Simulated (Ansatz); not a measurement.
Species: C$_{2}$H$_{6}$O (charge +1, doublet). 
Structure (B3LYP-D3(BJ)/def2-TZVP (Ansatz, a program for electronic structure) minimum search):
```
O
C 1 1.4033
H 2 1.0862 1 113.05
C 1 1.4033 2 121.61 3 0.00
H 4 1.0862 1 113.05 2 0.00
H 4 1.1036 5 113.65 1 -120.48
H 2 1.1036 3 113.65 1 -120.48
H 2 1.1036 3 113.65 7 -119.04
H 4 1.1036 5 113.65 6 -119.04
```
Charge +1, spin multiplicity 2.

Basis-set convergence of Hartree-Fock and CCSD correlation energies (hartree) with Ansatz. Valence correlation only, unless marked. Open shells are spin-unrestricted. Spin-orbit coupling is left out. No relativistic terms.

```tsv
basis	functions	E(HF)	E(corr, CCSD)
aug-cc-pVDZ	123	-153.76623	-0.50111
aug-cc-pVTZ	276	[?]	[?]
```

What belongs in the gaps?


- aug-cc-pVTZ, E(HF): -153.80819
- aug-cc-pVTZ, E(corr, CCSD): -0.59298
